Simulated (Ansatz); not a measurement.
Relaxation of C$_{4}$H$_{7}$N (12 atoms, charge 0, multiplicity 1), to a largest force component of 0.02 eV/Å in at most 50 steps.

All numbers below come from RKS PBE0-D4/def2-SVP (Ansatz 0.2.0).

```xyz
12
Properties=species:S:1:pos:R:3
C -1.777 0.370 0.604
C -0.508 0.322 0.800
C 0.443 -0.197 -0.152
C 1.804 -0.413 0.275
N 0.101 -0.435 -1.460
H -2.477 0.827 1.363
H -2.268 0.078 -0.321
H -0.085 0.669 1.760
H 2.041 -0.226 1.346
H 2.489 -0.814 -0.368
H -0.591 0.254 -1.750
H 0.906 -0.491 -2.063
```

Where does it end, and by what steps?

The run converged. After 6 steps the energy has fallen by 0.551 eV; H12 moved furthest, 0.15 Å.

```tsv
step	energy less start (eV)	largest force component (eV/Å)	accepted
0	0.0000	5.793	yes
1	-0.4627	1.772	yes
2	-0.5190	0.709	yes
3	-0.5379	0.267	yes
4	-0.5486	0.114	yes
5	-0.5510	0.050	yes
6	-0.5513	0.014	yes
```

```xyz
12
Properties=species:S:1:pos:R:3
C -1.805 0.414 0.588
C -0.489 0.331 0.822
C 0.518 -0.157 -0.129
C 1.779 -0.396 0.293
N 0.076 -0.405 -1.420
H -2.492 0.792 1.348
H -2.245 0.080 -0.356
H -0.093 0.638 1.794
H 2.043 -0.265 1.343
H 2.555 -0.760 -0.385
H -0.580 0.280 -1.778
H 0.810 -0.606 -2.088
```

The run took 29 s on 2 threads of Intel(R) Xeon(R) Platinum 8175M CPU @ 2.50GHz (Skylake/Cascade Lake) (shared host), peak memory 0.24 GiB.
